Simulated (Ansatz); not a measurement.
C3H5NO, SMILES `NC1CC1=O`. Total charge 0; spin multiplicity 1. The geometry is a stationary point of PBE0-D4/def2-TZVP. It is one conformer, not always the lowest.

```xyz
10

N    -1.292   -0.737   -0.406
C    -0.457    0.174    0.324
C     0.735    0.868   -0.390
C     0.939   -0.125    0.674
O     1.717   -0.839    1.230
H    -0.736   -1.293   -1.046
H    -1.739   -1.388    0.230
H    -1.012    0.840    0.980
H     0.982    0.572   -1.407
H     0.862    1.927   -0.190
```

Problem. What is the dipole moment at r2SCAN/def2-TZVPP? (Best estimate.)

Solution. Computed: 1.85 D, with components (-1.41, 0.70, -0.97) D in this frame, pointing from negative to positive charge.

Problem. And with PBE, B3LYP, ωB97M-V? (An estimate is asked.)

Solution. The calculation gave: PBE 1.78 D, B3LYP 1.84 D, ωB97M-V 1.80 D.

Problem. Give the Mulliken charges with r2SCAN, B3LYP, ωB97M-V in def2-TZVPP. (An estimate is asked.)

Solution. Computed: 
```tsv
atom	r2SCAN	B3LYP	ωB97M-V
N1	-0.33	-0.30	-0.25
C2	0.07	0.00	-0.02
C3	-0.10	-0.16	-0.18
C4	0.17	0.15	0.17
O5	-0.27	-0.24	-0.25
H6	0.13	0.12	0.10
H7	0.15	0.14	0.12
H8	0.06	0.09	0.10
H9	0.06	0.08	0.10
H10	0.07	0.10	0.11
```

B3LYP here is the variant with VWN-RPA as its local correlation; programs differ in this.
